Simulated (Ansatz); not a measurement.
**CF+ (quintet): the correlation ladder, cc-pVDZ**

Aim: climb from Hartree-Fock through coupled cluster and multireference methods for CF+ (quintet) at one geometry and basis, and see what each rung misses.

Computed with Ansatz 0.2.0, Gaussian basis. Level: cc-pVDZ, core rule «outside noble gas», up to 2 orbitals frozen.

Plan: UHF; CCSD(T) on ROHF; CCSD(T) on UHF; BCCD(T) on ROHF; CISD; CCSDT(Q) on ROHF; CCSDT(Q) on UHF; CISDTQ; CCSDTQ on ROHF; CCSDTQ on UHF; CASSCF and MRCISD+Q, 10 electrons in 8 orbitals; CASSCF and MRCISD+Q(relaxed), 10 electrons in 8 orbitals; CASSCF and NEVPT2, 10 electrons in 8 orbitals.

7 further runs of the same task are left out: 2 that didn't finish, 5 set aside as unsound or not needed.

## (1) The geometry

The geometry is a PBE0/def2-TZVP stationary point (not a proven minimum) of the parent state, kept for this charge and spin.

2 atoms, charge 1, spin multiplicity 5.

Atoms are counted from 1 here; the program's logs count them from 0.

Bond lengths: C1–F2 1.316 Å.

## (2) UHF

in.yaml reads:

```yaml
crystal:
  periodic: [false, false, false]
  atoms:
    - {symbol: C, position_ang: [0.000000, 0.000000, 0.000000]}
    - {symbol: F, position_ang: [0.000000, 0.000000, 1.315900]}
basis:
  gaussian: {orbitals: cc-pVDZ}
total_charge: 1
magnetization: {spin_polarized: true, initial_magnetization: 4}
hamiltonian: {xc: hf}
output: {orbitals: {seedname: orbitals}}
```

Launch:

```sh
> ansatz run in.yaml --threads 1 --pin off --events-out ev --progress --plain --max-ram 4096MiB --backend cpu
```

Further steps of the session: CCSD(T) on ROHF; CCSD(T) on UHF; BCCD(T) on ROHF; CISD; CCSDT(Q) on ROHF; CCSDT(Q) on UHF; CISDTQ; CCSDTQ on ROHF; CCSDTQ on UHF; CASSCF and MRCISD+Q, 10 electrons in 8 orbitals; CASSCF and MRCISD+Q(relaxed), 10 electrons in 8 orbitals; CASSCF and NEVPT2, 10 electrons in 8 orbitals.

**Question.** What will the summary of the whole plan be? Wanted: UCCSDTQ below the RHF energy; RMP2 from UCCSDTQ; UMP2 from UCCSDTQ; RCCSD from UCCSDTQ; RCCSD(T) from UCCSDTQ; UCCSD(T) from UCCSDTQ; RCCSDT(Q) from UCCSDTQ; UCCSDT(Q) from UCCSDTQ; NEVPT2 valence from UCCSDTQ.

As calculated:

| quantity | value |
| --- | --- |
| UCCSDTQ below the RHF energy | -5.3481 eV |
| RMP2 from UCCSDTQ | +13.64 kcal/mol |
| UMP2 from UCCSDTQ | +13.64 kcal/mol |
| RCCSD from UCCSDTQ | +2.04 kcal/mol |
| RCCSD(T) from UCCSDTQ | +0.36 kcal/mol |
| UCCSD(T) from UCCSDTQ | +0.31 kcal/mol |
| RCCSDT(Q) from UCCSDTQ | +0.05 kcal/mol |
| UCCSDT(Q) from UCCSDTQ | 0.00 kcal/mol |
| NEVPT2 valence from UCCSDTQ | +17.61 kcal/mol |
| MRCISD+Q valence from UCCSDTQ | +0.45 kcal/mol |
| MRCISD+Q(relaxed) valence from UCCSDTQ | -0.04 kcal/mol |
| levels within 1 kcal/mol (43 meV) | RCCSD(T), UCCSD(T), BCCD(T), RCCSDT, UCCSDT, CISDTQ, RCCSDT(Q), UCCSDT(Q), RCCSDTQ, MRCISD+Q valence, MRCISD+Q(relaxed) valence |
| T1 diagnostic | 0.014 |
| effectively unpaired electrons | 4.00 |

In words: RCCSD(T) misses by +0.36 kcal/mol, 0.3 % of the correlation energy. One determinant dominates. Of the multireference levels listed MRCISD+Q(relaxed) valence comes nearest in total energy (-0.04 kcal/mol), which doesn't show that its space is the better one. These misses are within one basis, not against nature; the frozen cores of restricted and unrestricted runs differ, which can shift their rows.
